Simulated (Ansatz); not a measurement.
CsCl-type TlCl was calculated with LDA (Ansatz, a program for electronic structure, PAW).

Numerical settings: plane-wave cutoff 520 eV, 6×6×6 k mesh, scalar-relativistic PAW data made under PBE.

The cell has the measured lattice: a = b = c = 3.842 Å, α = β = γ = 90.00°.

Predict the elastic constant C11, elastic constant C44, elastic constant C12, Poisson ratio and Voigt–Reuss–Hill bulk modulus.


- elastic constant C11 = 36.7 GPa
- elastic constant C44 = 4.83 GPa
- elastic constant C12 = 10.9 GPa
- Poisson ratio = 0.335
- Voigt–Reuss–Hill bulk modulus = 19.5 GPa

Note: the cell isn't this level's own, so it is under some stress, which shifts stiffness and frequencies.

Elastic constants are with the ions relaxed.

Spin–orbit coupling is not included; it can shift volumes and moduli of such heavy elements.

The computed numbers hold no vibrational or temperature effects.
